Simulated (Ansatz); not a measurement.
## Be2⁻, doublet: reading a ladder of total energies

Geometry: a point of a stretch scan, not a stationary point.

```xyz
2

Be    0.0000    0.0000    0.0000
Be    0.0000    0.0000    1.9350
```

Basis aug-cc-pVDZ; Ansatz 0.2.0. Only valence electrons are correlated (noble-gas cores frozen), which leaves 5 electrons in 44 orbitals. Prefix R: restricted or restricted open-shell reference.

Full CI is exact within this basis and frozen core; it isn't the basis-set limit.

The cluster runs stand on a determinant 0.01 eV above the lowest RHF solution, chosen by trial CCSD; the correlation energy below is counted from it.

Runs differ by some tens of microhartree through their thresholds and, for an open shell, their frozen cores, so steps under 0.03 kcal/mol mean nothing.

| level | total energy (hartree) |
| --- | --- |
| RHF determinant under the cluster runs | -29.114140 |
| RMP2 | -29.200263 |
| RCCSD | -29.228307 |
| RCCSD(T) | -29.237147 |
| RCCSDT | -29.239200 |
| RCCSDT(Q) | -29.239895 |
| full CI | -29.240062 |

**Question.** What is the correlation energy at full CI, and what share of it do RMP2 and RCCSD recover?

**Answer.** E(corr) = -29.240062 − (-29.114140) = -0.125922 hartree = -3.427 eV. RMP2: -0.086123 / -0.125922 = 68.39 %. RCCSD: -0.114167 / -0.125922 = 90.66 %.

**Question.** By how many kcal/mol does RCCSD(T) miss full CI (1 hartree = 627.509 kcal/mol), and which steps make up the rest?

**Answer.** -29.237147 − (-29.240062) = 0.002915 hartree = 1.83 kcal/mol. Steps: RCCSDT − RCCSD(T) = -1.29, RCCSDT(Q) − RCCSDT = -0.44, full CI − RCCSDT(Q) = -0.10 kcal/mol. With more than one leading determinant such errors change with state and geometry, and needn't cancel in differences.
